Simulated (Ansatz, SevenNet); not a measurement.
For zinc-blende InP, the machine-learned potential SevenNet-0 (trained on PBE and PBE+U data) gives:

* **lattice constant a**: 5.957 Å
* **TO(Γ) frequency**: 274 cm⁻¹
* **elastic constant C11**: 94.9 GPa
* **elastic constant C44**: 33.8 GPa
* **Voigt–Reuss–Hill shear modulus**: 31.0 GPa

Q: What does r²SCAN+rVV10 in Ansatz (plane waves, PAW) give for the same quantities?

A: 
- lattice constant a: 5.886 Å (falls by 1.2 %)
- zone-centre TO phonon frequency: 300 cm⁻¹ (grows by 9.5 %)
- elastic constant C11: 99.6 GPa (rises by 5.0 %)
- elastic constant C44: 45.6 GPa (grows by 35 %)
- Voigt–Reuss–Hill shear modulus: 33.9 GPa (increases by 9.4 %)

For comparison: lattice constant a 5.858 Å (measured, static lattice: zero-point anharmonic expansion removed; as tabulated in Mejia-Rodriguez and Trickey (2018), arXiv:1807.09216); zone-centre TO phonon frequency 307 cm⁻¹ (measured, temperature not stated, no zero-point or thermal correction; as tabulated in Ioffe Institute, NSM Archive: InP, mechanic properties page); elastic constant C11 101 GPa (measured, temperature not stated, no zero-point or thermal correction; as tabulated in Oses et al. (2018), arXiv:1811.08464); elastic constant C44 45.6 GPa (measured, temperature not stated, not corrected to a static lattice; as tabulated in Oses et al. (2018), arXiv:1811.08464).

Changes are worked out from the printed values.

Unless a cell is named, each level is at its own relaxed cell (SevenNet-0 26.42, r²SCAN+rVV10 25.49 Å³/atom).

Ansatz's density-functional and Hartree–Fock values are scalar-relativistic unless marked +SOC, with PAW data made under PBE.

Ansatz is a quantum-chemistry and plane-wave program.
